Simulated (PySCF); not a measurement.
formic acid (CH2O2), SMILES O=CO.

Coordinates come from a PBE0-D3(BJ)/def2-TZVP optimisation. One conformer was computed; it need not be the lowest.

Level of theory: PySCF with PBE/def2-TZVPD.

Symmetry labels are those of the subgroup Cs that the program uses (full group Cs).

Computed valence orbital energies around the gap with their symmetry:
| orbital | symmetry | energy (eV) |
|---|---|---|
| HOMO−7 | A' | -25.97 |
| HOMO−6 | A' | -16.81 |
| HOMO−5 | A' | -12.99 |
| HOMO−4 | A' | -12.06 |
| HOMO−3 | A" | -11.32 |
| HOMO−2 | A' | -9.97 |
| HOMO−1 | A" | -8.24 |
| HOMO | A' | -6.94 |
| LUMO | A" | -1.45 |
| LUMO+1 | A' | -0.50 |
| LUMO+2 | A' | 0.31 |
| LUMO+3 | A' | 1.13 |
